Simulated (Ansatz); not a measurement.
Reaction (SMILES): [O]N=O → N(=O)[O-] (an electron is taken up)
B3LYP-D3(BJ)/def2-TZVP geometries, fixed; electronic energies without zero-point terms; positive where energy is released.

Effect of a fitting basis named in the input at HF/aug-cc-pVTZ with Ansatz (a first-principles code), against the last row, where the adiabatic electron affinity is 1.39 eV. Open shells are unrestricted. The default fits or decomposes integrals by the program's own choice; accuracy: high also tightens integrals, grids and stops.

```json
[
 {"setting": "fitting: def2-SV(P)-JKFIT", "largest shift of a total energy (mEh)": "0.105", "shift of the adiabatic electron affinity (eV)": "0.000"},
 {"setting": "fitting: def2-universal-JKFIT", "largest shift of a total energy (mEh)": "0.105", "shift of the adiabatic electron affinity (eV)": "0.000"},
 {"setting": "fitting: cc-pVTZ-JKFIT", "largest shift of a total energy (mEh)": "0.121", "shift of the adiabatic electron affinity (eV)": "0.002"},
 {"setting": "fitting: cc-pVQZ-JKFIT", "largest shift of a total energy (mEh)": "-0.036", "shift of the adiabatic electron affinity (eV)": "0.001"},
 {"setting": "fitting: cc-pV5Z-JKFIT", "largest shift of a total energy (mEh)": "-0.051", "shift of the adiabatic electron affinity (eV)": "0.001"},
 {"setting": "accuracy: high", "largest shift of a total energy (mEh)": "-0.008", "shift of the adiabatic electron affinity (eV)": "0.000"},
 {"setting": "accuracy: medium (default)", "largest shift of a total energy (mEh)": "0.000", "shift of the adiabatic electron affinity (eV)": "0.000"}
]
```

Within 0.002 eV in the adiabatic electron affinity: fitting: def2-SV(P)-JKFIT; fitting: def2-universal-JKFIT; fitting: cc-pVTZ-JKFIT; fitting: cc-pVQZ-JKFIT; fitting: cc-pV5Z-JKFIT; accuracy: high. The largest shift is 0.121 mEh in a total energy and 0.002 eV in the difference.
